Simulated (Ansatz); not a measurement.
Input and output for C₃H₄FNO (`C=C(O)C(=N)F`).

```yaml
crystal:
  periodic: [false, false, false]
  atoms:
    - {symbol: C, position_ang: [0.367582, -1.362558, 0.219166]}
    - {symbol: C, position_ang: [0.043597, -0.099366, 0.481604]}
    - {symbol: O, position_ang: [-0.074849, 0.455356, 1.708246]}
    - {symbol: C, position_ang: [-0.231193, 0.865103, -0.608702]}
    - {symbol: N, position_ang: [-0.194178, 0.586236, -1.824742]}
    - {symbol: F, position_ang: [-0.528445, 2.088566, -0.148224]}
    - {symbol: H, position_ang: [0.430209, -1.691399, -0.807114]}
    - {symbol: H, position_ang: [0.569422, -2.072217, 1.012817]}
    - {symbol: H, position_ang: [0.114760, -0.215877, 2.370563]}
    - {symbol: H, position_ang: [-0.413904, 1.394957, -2.400714]}
basis:
  gaussian: {orbitals: cc-pVTZ, nuclear_model: gaussian}
hamiltonian: {xc: {name: B3LYP}, dispersion: d4}
scf: {lower_state_search: light}
```

```sh
$ ansatz run in.yaml --threads 4 --pin off --events-out ev --progress --plain --max-ram 10444MiB
```

It prints (some lines left out):

```
Functional definition: B3LYP
1220 factors; their error is unknown
mean field evaluation 1: about -9422.3522 eV, gradient 7.5e1 eV
mean field evaluation 2: about -9411.8691 eV, gradient 1.0e2 eV
mean field evaluation 4: about -9432.5697 eV, gradient 5.1e0 eV
mean field evaluation 8: about -9432.6197 eV, gradient 2.3e-1 eV
mean field evaluation 16: about -9432.6093 eV, gradient 3.6e-4 eV
mean field -9432.60930320 eV, -346.6419982405 hartree, gradient 5.3e-5 eV, S^2 0.000000; 0 other end points of the search recorded, 0 dependent functions left out
reference -9432.60952785 eV, -346.6420064960 hartree; 23, 23 occupied and 213, 213 virtual orbitals, 1220 factors
Total energy: -9432.91321045 eV, -346.6531666258 hartree
```

It took 2.3 s on 4 threads of an Intel Xeon Platinum 8259CL on a shared host, with 0.43 GiB of host memory at the peak.
